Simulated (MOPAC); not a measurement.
MOPAC input (MNDO):

```
MNDO PRECISE GNORM=0.05 LET XYZ CHARGE=-1 GEO-OK AUX(PRECISION=9) THREADS=1
C2H3O2

C    -0.86779925 1   -0.02842753 1   -0.08465418 1
O    -0.88803194 1   -1.05093051 1    0.59213902 1
O     0.14572903 1    0.69139384 1   -0.44565963 1
H    -1.80224265 1    0.42334062 1   -0.47790280 1
C     1.53606667 1    0.43224451 1    0.07324310 1
H     1.59861714 1   -0.65948461 1    0.19327966 1
H     2.13244424 1    0.68953549 1   -0.81874536 1
```

Output:

```
 *******************************************************************************
 **                                                                           **
 **                              MOPAC v23.2.5                                **
 **                                                                           **
 *******************************************************************************
 ** MOPAC's Digital Object Identifier: https://doi.org/10.5281/zenodo.6511958 **
 **                                                                           **
 ** Please cite the open-source release paper for use of this MOPAC version:  **
 ** J. E. Moussa and J. J. P. Stewart (2026)                                  **
 ** MOPAC: An open-source semiempirical molecular orbital program             **
 ** J. Open Source Softw., 11(119), 8025, https://doi.org/10.21105/joss.08025 **
 *******************************************************************************

                              MNDO CALCULATION RESULTS

 *******************************************************************************
 *  MNDO       - The MNDO Hamiltonian to be used
 *  GEO-OK     - OVERRIDE INTERATOMIC DISTANCE AND OTHER SAFETY CHECKS
 *
 *
 *
 *                 CHARGE ON SYSTEM = -1
 *
 *
 *
 *  LET        - OVERRIDE SOME SAFETY CHECKS
 *  PRECISE    - TIGHTER CRITERIA TO BE USED
 *  XYZ        - CARTESIAN COORDINATE SYSTEM TO BE USED
 *  GNORM      - EXIT WHEN GRADIENT NORM DROPS BELOW 0.050
 *  AUX        - OUTPUT AUXILIARY INFORMATION
 *******************************************************************************
MNDO PRECISE GNORM=0.05 LET XYZ CHARGE=-1 GEO-OK AUX(PRECISION=9) THREADS=1
 C2H3O2

   ATOM   CHEMICAL          X               Y               Z
  NUMBER   SYMBOL      (ANGSTROMS)     (ANGSTROMS)     (ANGSTROMS)

     1       C         -0.86779925  *  -0.02842753  *  -0.08465418  *
     2       O         -0.88803194  *  -1.05093051  *   0.59213902  *
     3       O          0.14572903  *   0.69139384  *  -0.44565963  *
     4       H         -1.80224265  *   0.42334062  *  -0.47790280  *
     5       C          1.53606667  *   0.43224451  *   0.07324310  *
     6       H          1.59861714  *  -0.65948461  *   0.19327966  *
     7       H          2.13244424  *   0.68953549  *  -0.81874536  *

          CARTESIAN COORDINATES

    NO.       ATOM           X           Y           Z

     1         C         -0.8678     -0.0284     -0.0847
     2         O         -0.8880     -1.0509      0.5921
     3         O          0.1457      0.6914     -0.4457
     4         H         -1.8022      0.4233     -0.4779
     5         C          1.5361      0.4322      0.0732
     6         H          1.5986     -0.6595      0.1933
     7         H          2.1324      0.6895     -0.8187

  H: (MNDO): M.J.S. DEWAR, W. THIEL, J. AM. CHEM. SOC., 99, 4899, (1977)
  C: (MNDO): M.J.S. DEWAR, W. THIEL, J. AM. CHEM. SOC., 99, 4899, (1977)
  O: (MNDO): M.J.S. DEWAR, W. THIEL, J. AM. CHEM. SOC., 99, 4899, (1977)

           Empirical Formula: C2 H3 O2  =     7 atoms

      MOLECULAR POINT GROUP   :   C1

      RHF CALCULATION, NO. OF DOUBLY OCCUPIED LEVELS = 12

          Geometry optimization using EF

          DIAGONAL MATRIX USED AS START HESSIAN

 CYCLE:     1  GRAD.:   139.807 HEAT: -38.92012
 CYCLE:     2  GRAD.:   417.012 HEAT: -21.40221
 CYCLE:     3  GRAD.:   144.428 HEAT: -44.08400
 CYCLE:     4  GRAD.:   390.537 HEAT: -17.53286
 CYCLE:     5  GRAD.:   380.550 HEAT: -26.20461
 CYCLE:     6  GRAD.:   180.878 HEAT: -41.59488
 CYCLE:     7  GRAD.:   222.094 HEAT: -38.13037
 CYCLE:     8  GRAD.:   273.192 HEAT: -32.63482
 CYCLE:     9  GRAD.:   366.607 HEAT: -31.94070
 CYCLE:    10  GRAD.:   180.209 HEAT: -38.30165
 CYCLE:    11  GRAD.:   221.328 HEAT: -40.42181
 CYCLE:    12  GRAD.:   165.362 HEAT: -43.62853
 CYCLE:    13  GRAD.:    66.695 HEAT: -48.23007
 CYCLE:    14  GRAD.:   146.762 HEAT: -43.84471
 CYCLE:    15  GRAD.:    17.228 HEAT: -49.56508
 CYCLE:    16  GRAD.:    28.199 HEAT: -49.39355
 CYCLE:    17  GRAD.:     5.191 HEAT: -49.90819
 CYCLE:    18  GRAD.:     3.728 HEAT: -49.97447
 CYCLE:    19  GRAD.:     9.157 HEAT: -50.12496
 CYCLE:    20  GRAD.:     3.198 HEAT: -50.17949
 CYCLE:    21  GRAD.:     2.515 HEAT: -50.20004
 CYCLE:    22  GRAD.:     1.690 HEAT: -50.21168
 CYCLE:    23  GRAD.:     1.900 HEAT: -50.22680
 CYCLE:    24  GRAD.:     4.740 HEAT: -50.25316
 CYCLE:    25  GRAD.:     5.226 HEAT: -50.27922
 CYCLE:    26  GRAD.:     7.919 HEAT: -50.31949
 CYCLE:    27  GRAD.:    22.813 HEAT: -50.33809
 CYCLE:    28  GRAD.:    27.521 HEAT: -50.20267
 CYCLE:    29  GRAD.:     6.126 HEAT: -50.46768
 CYCLE:    30  GRAD.:     6.075 HEAT: -50.55705
 CYCLE:    31  GRAD.:    10.641 HEAT: -50.60258
 CYCLE:    32  GRAD.:     7.509 HEAT: -50.72585
 CYCLE:    33  GRAD.:     4.084 HEAT: -50.79159
 CYCLE:    34  GRAD.:    12.456 HEAT: -50.77369
 CYCLE:    35  GRAD.:     3.844 HEAT: -50.84014
 CYCLE:    36  GRAD.:    17.724 HEAT: -50.78859
 CYCLE:    37  GRAD.:     3.080 HEAT: -50.86982
 CYCLE:    38  GRAD.:     2.196 HEAT: -50.88437
 CYCLE:    39  GRAD.:     5.261 HEAT: -50.91794
 CYCLE:    40  GRAD.:     5.832 HEAT: -50.95169
 CYCLE:    41  GRAD.:     3.288 HEAT: -50.97612
 CYCLE:    42  GRAD.:     9.721 HEAT: -50.98040
 CYCLE:    43  GRAD.:     6.329 HEAT: -51.00555
 CYCLE:    44  GRAD.:     2.526 HEAT: -51.02374
 CYCLE:    45  GRAD.:    10.642 HEAT: -51.01878
 CYCLE:    46  GRAD.:     1.467 HEAT: -51.04834
 CYCLE:    47  GRAD.:     0.787 HEAT: -51.05678
 CYCLE:    48  GRAD.:     6.101 HEAT: -51.05659
 CYCLE:    49  GRAD.:     0.884 HEAT: -51.06459
 CYCLE:    50  GRAD.:     1.144 HEAT: -51.06680
 CYCLE:    51  GRAD.:     4.273 HEAT: -51.06736
 CYCLE:    52  GRAD.:     2.169 HEAT: -51.06547
 CYCLE:    53  GRAD.:     1.092 HEAT: -51.07180
 CYCLE:    54  GRAD.:     6.034 HEAT: -51.06419
 CYCLE:    55  GRAD.:     0.981 HEAT: -51.07453
 CYCLE:    56  GRAD.:     1.147 HEAT: -51.07600
 CYCLE:    57  GRAD.:     9.916 HEAT: -51.04961
 CYCLE:    58  GRAD.:     0.898 HEAT: -51.07917
 CYCLE:    59  GRAD.:     0.930 HEAT: -51.08122
 CYCLE:    60  GRAD.:     6.017 HEAT: -51.07794
 CYCLE:    61  GRAD.:     0.683 HEAT: -51.08572
 CYCLE:    62  GRAD.:     0.991 HEAT: -51.08812
 CYCLE:    63  GRAD.:     2.496 HEAT: -51.08975
 CYCLE:    64  GRAD.:     0.945 HEAT: -51.09151
 CYCLE:    65  GRAD.:     1.292 HEAT: -51.09532
 CYCLE:    66  GRAD.:     0.979 HEAT: -51.09662
 CYCLE:    67  GRAD.:     0.744 HEAT: -51.09731
 CYCLE:    68  GRAD.:     0.636 HEAT: -51.09768
 CYCLE:    69  GRAD.:     1.443 HEAT: -51.09751
 CYCLE:    70  GRAD.:     0.127 HEAT: -51.09806
 CYCLE:    71  GRAD.:     0.186 HEAT: -51.09832
 CYCLE:    72  GRAD.:     0.150 HEAT: -51.09837
 CYCLE:    73  GRAD.:    13.234 HEAT: -51.01473
 CYCLE:    74  GRAD.:     0.124 HEAT: -51.09843
 CYCLE:    75  GRAD.:     0.174 HEAT: -51.09847
 CYCLE:    76  GRAD.:     0.092 HEAT: -51.09850
 CYCLE:    77  GRAD.:     0.731 HEAT: -51.09836
 CYCLE:    78  GRAD.:     0.101 HEAT: -51.09857
 CYCLE:    79  GRAD.:     0.163 HEAT: -51.09860
 CYCLE:    80  GRAD.:     0.081 HEAT: -51.09862
 CYCLE:    81  GRAD.:     0.528 HEAT: -51.09850
 CYCLE:    82  GRAD.:     0.099 HEAT: -51.09866
 CYCLE:    83  GRAD.:     0.095 HEAT: -51.09868
 CYCLE:    84  GRAD.:     0.029 HEAT: -51.09869

     GRADIENT =  0.02934 IS LESS THAN CUTOFF =  0.05000

 -------------------------------------------------------------------------------
 MNDO PRECISE GNORM=0.05 LET XYZ CHARGE=-1 GEO-OK AUX(PRECISION=9) THREADS=1
 C2H3O2

     GEOMETRY OPTIMISED USING EIGENVECTOR FOLLOWING (EF).
     SCF FIELD WAS ACHIEVED

                              MNDO CALCULATION
                                                       MOPAC v23.2.5 Linux

          FINAL HEAT OF FORMATION =        -51.09869 KCAL/MOL =    -213.79692 KJ/MOL

          COSMO AREA              =         91.35 SQUARE ANGSTROMS
          COSMO VOLUME            =         73.66 CUBIC ANGSTROMS

          GRADIENT NORM           =          0.02934          =       0.01109 PER ATOM
          IONIZATION POTENTIAL    =          0.555985 EV
          HOMO LUMO ENERGIES (EV) =         -0.556  6.537
          NO. OF FILLED LEVELS    =         12
          MOLECULAR WEIGHT        =         59.0445         POINT GROUP:  Cs

          MOLECULAR DIMENSIONS (Angstroms)

            Atom       Atom       Distance
            H     7    H     4     3.86569
            O     2    O     3     2.20910
            H     6    H     4     1.79008

          SCF CALCULATIONS        =         85

   ATOM   CHEMICAL          X               Y               Z
  NUMBER   SYMBOL      (ANGSTROMS)     (ANGSTROMS)     (ANGSTROMS)

     1       C         -0.87588584  *   0.00469798  *  -0.03727354  *
     2       O         -0.86577429  *  -1.17755377  *   0.32823358  *
     3       O          0.18573532  *   0.79833938  *  -0.26711255  *
     4       H         -1.84205895  *   0.54177403  *  -0.21318514  *
     5       C          1.48619534  *   0.40751765  *  -0.13229325  *
     6       H          1.84822066  *   0.23951504  *   0.88486025  *
     7       H          1.87465925  *  -0.27849006  *  -0.88899108  *

                             CARTESIAN COORDINATES

   1    C       -0.875885843     0.004697985    -0.037273537
   2    O       -0.865774289    -1.177553770     0.328233578
   3    O        0.185735324     0.798339381    -0.267112550
   4    H       -1.842058953     0.541774033    -0.213185136
   5    C        1.486195344     0.407517646    -0.132293254
   6    H        1.848220663     0.239515044     0.884860249
   7    H        1.874659249    -0.278490061    -0.888991085

           Empirical Formula: C2 H3 O2  =     7 atoms

      MOLECULAR POINT GROUP   :   Cs

                  EIGENVALUES
 -38.71464 -34.28130 -21.27526 -16.35705 -12.28570 -11.48390 -10.21511  -7.79324
  -7.70593  -6.13303  -5.02360  -0.55599   6.53716   8.15644  10.64362  11.96140
  12.02882  12.49366  14.08644

              NET ATOMIC CHARGES AND DIPOLE CONTRIBUTIONS

  ATOM NO.   TYPE          CHARGE      No. of ELECS.   s-Pop       p-Pop
    1          C           0.296874        3.7031     1.25638     2.44675
    2          O          -0.474413        6.4744     1.88844     4.58597
    3          O          -0.185844        6.1858     1.80839     4.37745
    4          H          -0.009560        1.0096     1.00956
    5          C          -0.565471        4.5655     1.29628     3.26919
    6          H          -0.030680        1.0307     1.03068
    7          H          -0.030906        1.0309     1.03091
 DIPOLE           X         Y         Z       TOTAL
 POINT-CHG.    -4.079     0.802    -0.296     4.168
 HYBRID        -0.566    -1.101     0.318     1.278
 SUM           -4.645    -0.299     0.022     4.655

          ATOMIC ORBITAL ELECTRON POPULATIONS

     Atom    s        px        py        pz
    1  C   1.25638   0.88541   0.83027   0.73107
    2  O   1.88844   1.90543   1.21903   1.46151
    3  O   1.80839   1.15442   1.47584   1.74719
    4  H   1.00956
    5  C   1.29628   0.79447   1.58889   0.88583
    6  H   1.03068
    7  H   1.03091

 **********************
 *                    *
 * JOB ENDED NORMALLY *
 *                    *
 **********************

 == MOPAC DONE ==
```

The dipole moment of an ion depends on the origin.
